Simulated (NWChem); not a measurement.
# phosphine (PH3); SMILES P

Computed with NWChem. Pople sets run with spherical d functions. All runs use the structure optimised with PBE0/def2-SVP. Total energies compare along this basis series because the functional is fixed.

```
level              basis functions  energy (Ha)  highest occupied level (eV)  orbital gap (eV)  dipole (D)
-----------------  ---------------  -----------  ---------------------------  ----------------  ----------
B3LYP/STO-3G                    12    -339.2706                        -4.68             11.88        0.60
B3LYP/3-21G                     19    -341.3938                        -7.39              8.55        1.34
B3LYP/6-31G*                    24    -343.1378                        -7.54              8.38        0.94
B3LYP/6-31+G*                   28    -343.1395                        -7.65              7.45        0.86
B3LYP/def2-SVP                  33    -343.0543                        -7.53              8.57        0.78
B3LYP/def2-SVPD                 48    -343.0580                        -7.63              8.11        0.57
B3LYP/def2-TZVP                 55    -343.1763                        -7.67              8.15        0.60
B3LYP/6-311++G**                51    -343.1733                        -7.67              7.29        0.80
B3LYP/aug-cc-pVTZ              119    -343.1805                        -7.71              7.26        0.56
```
